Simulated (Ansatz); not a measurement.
Input file:

```yaml
crystal:
  periodic: [false, false, false]
  atoms:
    - {symbol: Si, position_ang: [0.000000, 0.000000, 0.000000]}
    - {symbol: N, position_ang: [0.000000, 0.000000, 1.889128]}
basis:
  gaussian: {orbitals: 6-31G}
total_charge: 1
magnetization: {spin_polarized: false, initial_magnetization: 2}
correlation: {method: fic_nevpt4_sd, electrons: outside_noble_gas, active_space: {window: {electrons: 2, orbitals: 8}}}
```

```sh
$ ansatz run in.yaml --threads 1 --pin off --events-out ev --progress --plain --max-ram 2393MiB
```

Roughly how long does this take on 1 thread of Arm Neoverse V1, shared host, and how much host memory?

1.7 s wall and 0.18 GiB.

```
272 factors; integrals over basis functions are off by at most 1.2e-4 eV
mean field evaluation 1: about -9320.2182 eV, gradient 4.5e1 eV
mean field evaluation 2: about -9320.2803 eV, gradient 4.4e1 eV
mean field evaluation 4: about -9329.0767 eV, gradient 5.2e0 eV
mean field evaluation 8: about -9330.0742 eV, gradient 1.0e0 eV
mean field evaluation 16: about -9330.1284 eV, gradient 8.7e-5 eV
mean field evaluation 32: about -9331.0944 eV, gradient 4.3e-6 eV
mean field evaluation 64: about -9331.0912 eV, gradient 5.9e-1 eV
mean field evaluation 96: about -9319.5908 eV, gradient 3.9e1 eV
mean field evaluation 128: about -9329.0415 eV, gradient 5.5e0 eV
mean field -9331.09438703 eV, -342.9113938803 hartree, gradient 2.8e-6 eV, S^2 2.000000; 8 other end points of the search recorded, 0 dependent functions left out
reference -9331.09438703 eV, -342.9113938803 hartree; 11, 9 occupied and 11, 13 virtual orbitals, 272 factors
state -9331.26243710 eV, -342.9175696064 hartree
state -9331.26243710 eV, -342.9175696064 hartree; corrected -9334.14355822 eV, -343.0234488548 hartree
WARN: 4 active orbitals are nearly empty or full. The corrections depend on them more than the energy does, and are more stable in an active space without them
Total energy: -9334.14355822 eV, -343.0234488548 hartree
```

Natural occupations: 0.9952 0.9952 0.0047 0.0047 0.0001 0.0001 0.0000 0.0000.
